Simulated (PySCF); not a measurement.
# ammonium in clusters of hydrogen fluoride

Gas-phase clusters of one ammonium with n hydrogen fluoride, each in one structure from a short search with a few starts, optimised by PBE0-D3(BJ)/def2-SVPD or PBE0-D3(BJ)/def2-TZVPD; other arrangements may lie lower. Binding energies from relaxed separate molecules, wB97M-D3(BJ)/def2-TZVPD, counterpoise-corrected, in kcal/mol (PySCF).

Frequency runs check only 1 of the 3 structures; these show no clear imaginary mode.

(1) How does binding build up with each further hydrogen fluoride?

Results:

(1) 
```json
{"n": "1", "binding energy": "-12.2", "gain of the last molecule": "-12.2"}
{"n": "2", "binding energy": "-23.1", "gain of the last molecule": "-10.9"}
{"n": "3", "binding energy": "-32.6", "gain of the last molecule": "-9.5"}
```

Each molecule adds less than the one before.
